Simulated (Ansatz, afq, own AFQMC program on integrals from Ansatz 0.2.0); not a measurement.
# H2Br, doublet in cc-pVTZ, levels against CCSDT(Q)

```json
{"atom": "H", "x (Å)": "0.0000", "y (Å)": "0.0000", "z (Å)": "-1.1120"}
{"atom": "H", "x (Å)": "0.0000", "y (Å)": "0.0000", "z (Å)": "-0.3670"}
{"atom": "Br", "x (Å)": "0.0000", "y (Å)": "0.0000", "z (Å)": "1.4790"}
```

Basis cc-pVTZ. Noble-gas cores (and the filled d shells of Ga–Kr and In–Xe) are frozen. Ansatz 0.2.0 and our own AFQMC program on the same integrals; the CISD trial comes from CCSD amplitudes, and released means the phaseless constraint is let go. ± is one standard error of the sampling. No spin–orbit coupling.

Determinant: UHF, the one that the program's search chose, which needn't be the lowest solution. The geometry is a point of a scan.

No full CI on the walks' own integrals is used here; CCSDT(Q) serves as the reference and is uncertain by about the last step of the cluster series.

Cautions: no relativity below Rb; no spin-orbit coupling; inner d shell frozen.

The T1 diagnostic is 0.0105 and the weight of the determinant in the CISD state is 0.915. The ⟨S²⟩ of the determinant is 0.768 and the size of the correlated space is 9 electrons in 57 orbitals.

```csv
level,correlation energy (eV)
MP2,-4.7684
CCSD,-5.4841
CCSD(T),-5.6392
```

(1) Estimate where phaseless AFQMC with the Hartree–Fock trial lies against CCSD(T) on the same integrals.

(1) 1.48 ± 0.82 mEh above CCSD(T). The gap is under twice the noise, so this walk alone can't tell the two apart.

Reference: CCSDT(Q), correlation energy -5.661 eV. The released energy is read at 2.40 1/Eh (meV from the phaseless value at times in 1/Eh: -3.8 ± 1.8 at 0.24, -4.7 ± 1.6 at 0.51, -9.0 ± 1.4 at 0.99, -7.3 ± 2.2 at 1.62, -10.0 ± 2.5 at 2.40).

```json
{"level": "CCSD(T)", "E − E(reference) (mEh)": "0.81", "share of correlation (%)": "99.61"}
{"level": "CCSDT", "E − E(reference) (mEh)": "0.16", "share of correlation (%)": "99.92"}
{"level": "ph-AFQMC/HF", "E − E(reference) (mEh)": "2.29 ± 0.82", "share of correlation (%)": "98.90"}
{"level": "ph-AFQMC/CISD", "E − E(reference) (mEh)": "0.22 ± 0.07", "share of correlation (%)": "99.89"}
{"level": "released AFQMC", "E − E(reference) (mEh)": "-0.15 ± 0.09", "share of correlation (%)": "100.07"}
```

A walk keeps the symmetry of its determinant, which the program's search chose and which needn't be the lowest solution, so a lower state of the same spin and another symmetry isn't excluded. Released energies are given only where the last usable release times agree within the noise; a slower fall can still hide under it.
